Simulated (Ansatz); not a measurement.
Isolated molecules relaxed with PBE0-D4/def2-TZVP in Ansatz; ΔE leaves out vibrations. CBS: MP2 limit from def2 TZ/QZ plus the TZ coupled-cluster correction, frozen cores. This one scheme is used for every species. Functionals use def2-TZVPP.

Consider the ligand exchange at the Al–C bond: `C=[CH][AlH2]` + `[OH][AlH2]` → `[AlH2][O][AlH2]` + ethylene.

```csv
level,ΔE (kcal/mol)
PBE0,-35.4
HF/def2-TZVPP,-40.4
```

Problem. What does CCSD(T)/CBS give? (An estimate is asked.)

Solution. Computed: -37.3 kcal/mol. The listed levels differ from it by 1.9, -3.1 kcal/mol.

Largest T1 diagnostic among the species: 0.013.

From BLYP to BHLYP (50 % exact exchange), in def2-TZVPP and without D4, ΔE moves by −1.8 kcal/mol. In def2-TZVPP, CCSD(T) changes the Hartree–Fock value by +2.9 kcal/mol (the triples alone add +0.6 kcal/mol) and MP2 by +2.6 kcal/mol.
